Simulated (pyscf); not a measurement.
Thermochemistry of product channels of `[CH3][Hf]([Cl])([Cl])[Cl]` + `[H]` [doublet] on the doublet surface, in kcal/mol, from ωB97M-D3(BJ)/def2-TZVP energies (ideal gas, 1 atm, RRHO with modes under 100 cm⁻¹ raised to 100, one conformer, R ln 2 for chiral ones without a mode under 150 cm⁻¹). Structures and frequencies: ωB97X-D3(BJ)/def2-SVP in PySCF.

```json
[
 {"products": "`[CH2][Hf]([Cl])([Cl])[Cl]` [doublet] + `[H][H]`", "ΔE": "-3.9", "ΔH(298 K)": "-5.0", "ΔG(600 K)": "-9.9", "ΔG(1200 K)": "-14.9"},
 {"products": "`[CH4]` + `[Cl][Hf]([Cl])[Cl]` [doublet]", "ΔE": "-34.8", "ΔH(298 K)": "-29.3", "ΔG(600 K)": "-32.2", "ΔG(1200 K)": "-31.7"}
]
```

These are energies of the channels, which say nothing of barriers. Open-shell species with a d-block atom are single-reference here; other states, and whether the spin sits on metal or ligand, were not checked. Elements past Kr carry the def2 core potentials, without spin-orbit coupling.
